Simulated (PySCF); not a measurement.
Computed with B3LYP-D3(BJ)/def2-TZVP // PBE0-D4/def2-TZVP in PySCF. Gas-phase values, no solvent. B3LYP has the VWN-RPA correlation part, as in Gaussian. Delta-SCF ions had no search for a lower state. 

Reference species (SMILES): `c1ccsc1` (neutral, multiplicity 1).

The vertical ionisation energy (Delta-SCF) is 8.91 eV and the dipole moment is 0.45 D.

Changed species: `c1cscn1` (1 ring CH replaced by N; the reference has parent ring).

**Question.** What does the change do to the vertical ionisation energy (Delta-SCF) and dipole moment?

**Answer.** the vertical ionisation energy (Delta-SCF) goes up by 0.57 eV, to 9.48 eV; the dipole moment rises by 1.18 D, to 1.63 D.
